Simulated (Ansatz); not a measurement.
# NH3 (triplet): correlated methods under varied settings at distance H1–H2 along a hydrogen transfer = 0.970 Å

Aim: run NH3 (triplet) at one geometry under a spread of methods and options, and see what each costs and gives.

Method: the settings change from run to run; program: Ansatz 0.2.0, Gaussian basis.

6 further runs of the same task are left out: 6 that didn't finish.

## Step 1: The system

The geometry derives from fragments relaxed apart (PBE0/def2-TZVP) and kept rigid, so it is no stationary point. A hydrogen atom is moved between rigid fragments.

4 atoms, charge 0, spin multiplicity 3.

Atoms are counted from 1 here; the program's logs count them from 0.

Bond lengths: N3–H4 1.040 Å.

Coordinates:

```xyz
4
H3N
H    -2.1108    0.0594    0.0000
H    -1.1408    0.0594    0.0000
N     0.2002    0.0594    0.0000
H     0.4693   -0.9448    0.0000
```

## Step 2: MRCISD+Q(6,6)/6-31G

in.yaml reads:

```yaml
crystal:
  periodic: [false, false, false]
  atoms:
    - {symbol: H, position_ang: [-2.110784, 0.059434, 0.000000]}
    - {symbol: H, position_ang: [-1.140784, 0.059434, 0.000000]}
    - {symbol: N, position_ang: [0.200216, 0.059434, 0.000000]}
    - {symbol: H, position_ang: [0.469298, -0.944792, 0.000000]}
basis:
  gaussian: {orbitals: 6-31G}
magnetization: {spin_polarized: false, initial_magnetization: 2}
correlation: {method: fic_mrcisd_q, electrons: outside_noble_gas, active_space: {window: {electrons: 6, orbitals: 6}}}
```

Command:

```sh
ansatz run in.yaml --threads 1 --pin off --events-out ev --progress --plain --max-ram 2393MiB
```

Standard output:

```text
Functional definition: HF
  name "HF"
  cite "Fock, Z. Phys. 61, 126 (1930) doi:10.1007/BF01340294"
  parent pbe
  exchange = exact_x
  correlation = 0
228 factors; integrals over basis functions are off by at most 7.0e-4 eV
mean field evaluation 1: about -1523.2715 eV, gradient 1.0e1 eV
mean field evaluation 2: about -1523.2710 eV, gradient 1.0e1 eV
mean field evaluation 4: about -1523.8162 eV, gradient 2.0e0 eV
mean field evaluation 8: about -1523.9221 eV, gradient 1.6e-1 eV
mean field -1523.92307115 eV, -56.0031399127 hartree, gradient 7.4e-6 eV, S^2 2.000000; 0 other end points of the search recorded, 0 dependent functions left out
reference -1523.92307115 eV, -56.0031399127 hartree; 6, 4 occupied and 9, 11 virtual orbitals, 228 factors
state -1525.50151377 eV, -56.0611466090 hartree
contracted CI cycle   1: correlation 0.00000000 eV, 0.0000000000 hartree, residual 1.06e1 eV
contracted CI cycle   2: correlation -1.53669991 eV, -0.0564726802 hartree, residual 2.21e0 eV
contracted CI cycle   3: correlation -1.61205706 eV, -0.0592420041 hartree, residual 5.86e-1 eV
contracted CI cycle   4: correlation -1.61759727 eV, -0.0594456034 hartree, residual 1.90e-1 eV
contracted CI cycle   5: correlation -1.61817762 eV, -0.0594669307 hartree, residual 6.34e-2 eV
contracted CI cycle   6: correlation -1.61824139 eV, -0.0594692741 hartree, residual 1.94e-2 eV
contracted CI cycle   7: correlation -1.61824693 eV, -0.0594694777 hartree, residual 5.99e-3 eV
contracted CI cycle   8: correlation -1.61824748 eV, -0.0594694978 hartree, residual 1.97e-3 eV
contracted CI cycle   9: correlation -1.61824754 eV, -0.0594695001 hartree, residual 7.66e-4 eV
state -1525.50151377 eV, -56.0611466090 hartree; corrected -1527.16266456 eV, -56.1221927746 hartree
Total energy: -1527.16266456 eV, -56.1221927746 hartree
```

Wall time 0.48 s (1 thread of Arm Neoverse V2, shared host).

From the report: 200 determinants; active occupations 1.97, 1.96, 1.00, 1.00, 0.04, 0.03.

## Step 3: BCCD on UHF/6-31G*

in.yaml reads:

```yaml
crystal:
  periodic: [false, false, false]
  atoms:
    - {symbol: H, position_ang: [-2.110784, 0.059434, 0.000000]}
    - {symbol: H, position_ang: [-1.140784, 0.059434, 0.000000]}
    - {symbol: N, position_ang: [0.200216, 0.059434, 0.000000]}
    - {symbol: H, position_ang: [0.469298, -0.944792, 0.000000]}
basis:
  gaussian: {orbitals: "6-31G*"}
magnetization: {spin_polarized: true, initial_magnetization: 2}
correlation: {method: bccd, electrons: valence}
scf: {lower_state_search: full}
output: {forces: true}
```

The command is unchanged.

Standard output, shortened:

```text
Functional definition: HF
  name "HF"
  cite "Fock, Z. Phys. 61, 126 (1930) doi:10.1007/BF01340294"
  parent pbe
[...]
232 factors; integrals over basis functions are off by at most 1.2e-3 eV
[...]
mean field -1524.75299104 eV, -56.0336389059 hartree, gradient 6.5e-6 eV, S^2 2.063285; 7 other end points of the search recorded, 0 dependent functions left out
determinant -1524.75299104 eV, -56.0336389059 hartree, with singles and doubles -1529.00845910 eV, -56.1900244728 hartree
determinant -1521.41191068 eV, -55.9108564675 hartree, with singles and doubles -1525.77139401 eV, -56.0710645247 hartree
1 core orbitals not correlated: weight in the atoms' cores, before any rotation towards them, 1.000 or more for the frozen orbitals, at most 0.000 for the correlated occupied ones
reference -1524.75299104 eV, -56.0336389059 hartree; 5, 3 occupied and 15, 17 virtual orbitals, 232 factors
second order -3.49723741 eV of doubles, -0.00000000 eV of singles
cycle   1  -4.24904186 eV  change    6.4e-3 eV  update   5.6e-3
[...]
cycle  11  -4.24763143 eV  change   -2.1e-6 eV  update   1.0e-6
[...]
Total energy: -1529.00062247 eV, -56.1897364819 hartree
Atom 0 at    -2.110784     0.059434     0.000000 Å, force     1.268270    -0.135621     0.000000 eV/Å
Atom 1 at    -1.140784     0.059434     0.000000 Å, force    -1.683048    -0.016249    -0.000000 eV/Å
Atom 2 at     0.200216     0.059434     0.000000 Å, force     0.679796     0.408561     0.000000 eV/Å
Atom 3 at     0.469298    -0.944792     0.000000 Å, force    -0.265018    -0.256691     0.000000 eV/Å
Dipole moment:     0.040875    -0.334306     0.000000 e Å
```

Wall time 0.51 s (1 thread of Arm Neoverse V2, shared host).

From the report: ⟨S²⟩ of the determinant 2.063 (pure triplet: 2.00); correlation -4.2476 eV; largest double amplitude 0.07.

## Step 4: CCSDT on UHF/6-31G

in.yaml: that of step 3 with these lines changed.

```diff
@@ -8,6 +8,5 @@
 basis:
-  gaussian: {orbitals: "6-31G*"}
+  gaussian: {orbitals: 6-31G}
 magnetization: {spin_polarized: true, initial_magnetization: 2}
-correlation: {method: bccd, electrons: valence}
-scf: {lower_state_search: full}
+correlation: {method: ccsdt, electrons: outside_noble_gas, diis_vectors: 12}
 output: {forces: true}
```

Same command.

Standard output, shortened:

```text
Functional definition: HF
  name "HF"
  cite "Fock, Z. Phys. 61, 126 (1930) doi:10.1007/BF01340294"
  parent pbe
[...]
336 factors; integrals over basis functions are off by at most 6.2e-8 eV
[...]
mean field -1524.28667382 eV, -56.0165020642 hartree, gradient 2.9e-6 eV, S^2 2.060259; 1 other end points of the search recorded, 0 dependent functions left out
determinant -1524.28667382 eV, -56.0165020642 hartree, with singles and doubles -1527.13729011 eV, -56.1212602805 hartree
determinant -1521.18103713 eV, -55.9023720210 hartree, with singles and doubles -1524.09965721 eV, -56.0096293306 hartree
1 core orbitals not correlated: weight in the atoms' cores, before any rotation towards them, 1.000 or more for the frozen orbitals, at most 0.000 for the correlated occupied ones
reference -1524.28667382 eV, -56.0165020642 hartree; 5, 3 occupied and 9, 11 virtual orbitals, 336 factors
second order -2.23456153 eV of doubles, -0.00000000 eV of singles
cycle   1  -2.58323449 eV  change   -3.5e-1 eV  update   5.5e-2
[...]
cycle  15  -2.89379042 eV  change    1.2e-7 eV  update   9.6e-7
[...]
Total energy: -1527.18046423 eV, -56.1228469004 hartree
Atom 0 at    -2.110784     0.059434     0.000000 Å, force     1.267841    -0.174109    -0.000000 eV/Å
Atom 1 at    -1.140784     0.059434     0.000000 Å, force    -2.019125     0.171057     0.000000 eV/Å
Atom 2 at     0.200216     0.059434     0.000000 Å, force     0.743505     0.674934     0.000000 eV/Å
Atom 3 at     0.469298    -0.944792     0.000000 Å, force     0.007779    -0.671881    -0.000000 eV/Å
Dipole moment:     0.050686    -0.370052    -0.000000 e Å
```

Wall time 1.2 s (1 thread of Arm Neoverse V2, shared host).

From the report: ⟨S²⟩ of the determinant 2.060 (pure triplet: 2.00); correlation -2.8938 eV; T1 0.020; largest double amplitude 0.08.

## Step 5: BCCD(T) on ROHF/def2-SVPD

in.yaml: that of step 4 with these lines changed.

```diff
@@ -8,5 +8,6 @@
 basis:
-  gaussian: {orbitals: 6-31G}
-magnetization: {spin_polarized: true, initial_magnetization: 2}
-correlation: {method: ccsdt, electrons: outside_noble_gas, diis_vectors: 12}
+  gaussian: {orbitals: def2-SVPD}
+magnetization: {spin_polarized: false, initial_magnetization: 2}
+correlation: {method: bccd_t, electrons: outside_noble_gas}
+scf: {lower_state_search: light}
 output: {forces: true}
```

The command is unchanged.

Standard output, shortened:

```text
Functional definition: HF
  name "HF"
  cite "Fock, Z. Phys. 61, 126 (1930) doi:10.1007/BF01340294"
  parent pbe
[...]
433 factors; integrals over basis functions are off by at most 1.4e-3 eV
[...]
mean field -1523.34354051 eV, -55.9818425544 hartree, gradient 2.6e-6 eV, S^2 2.000000; 1 other end points of the search recorded, 0 dependent functions left out
determinant -1523.34354051 eV, -55.9818425544 hartree, with singles and doubles -1528.77587811 eV, -56.1814772792 hartree
determinant -1520.23106375 eV, -55.8674611431 hartree, with singles and doubles -1525.85029791 eV, -56.0739641899 hartree
1 core orbitals not correlated: weight in the atoms' cores, before any rotation towards them, 1.000 or more for the frozen orbitals, at most 0.000 for the correlated occupied ones
reference -1523.34354051 eV, -55.9818425544 hartree; 5, 3 occupied and 38, 40 virtual orbitals, 433 factors
second order -4.39513572 eV of doubles, -0.20544914 eV of singles
cycle   1  -5.42563564 eV  change   -2.4e-1 eV  update   2.9e-2
[...]
cycle  14  -5.43257700 eV  change    2.1e-7 eV  update   5.8e-7
perturbative correction -0.13428936 eV, -0.0049350429 hartree
[...]
Total energy: -1528.91040687 eV, -56.1864211198 hartree
Atom 0 at    -2.110784     0.059434     0.000000 Å, force     1.165615    -0.160833    -0.000000 eV/Å
Atom 1 at    -1.140784     0.059434     0.000000 Å, force    -1.191925     0.035385     0.000000 eV/Å
Atom 2 at     0.200216     0.059434     0.000000 Å, force     0.284486     0.366901     0.000000 eV/Å
Atom 3 at     0.469298    -0.944792     0.000000 Å, force    -0.258176    -0.241452     0.000000 eV/Å
Dipole moment:     0.040767    -0.280932    -0.000000 e Å
```

It took 3.1 s on 1 thread of Arm Neoverse V2, shared host.

From the report: correlation -5.5669 eV; largest double amplitude 0.05.

## Step 6: The runs in one table

Where basis and cores are those of an earlier FCI/6-31G run (-1527.1848 eV), and the state is the same kind, the miss against it is given.

| level | correlated | functions | energy (eV) | from FCI (meV) | time |
| --- | --- | --- | --- | --- | --- |
| MRCISD+Q(6,6)/6-31G | outside noble gas | 15 | -1527.1627 | 22.1 | 0.48 s |
| BCCD on UHF/6-31G* | valence | 21 | -1529.0006 |  | 0.51 s |
| CCSDT on UHF/6-31G | outside noble gas | 15 | -1527.1805 | 4.3 | 1.2 s |
| BCCD(T) on ROHF/def2-SVPD | outside noble gas | 44 | -1528.9104 |  | 3.1 s |

## Step 7: Results

| quantity | value |
| --- | --- |
| runs | 4 |
| quickest | MRCISD+Q(6,6)/6-31G, 0.48 s |
| slowest | BCCD(T) on ROHF/def2-SVPD, 3.1 s |

Total energies in different bases, with other cores or another treatment of relativity can't be set against each other. BCCD(T) on ROHF/def2-SVPD took 6 times as long as MRCISD+Q(6,6)/6-31G; the jobs differ in more than the method. Among the correlated runs with a miss given, it spans +4 to +22 meV.
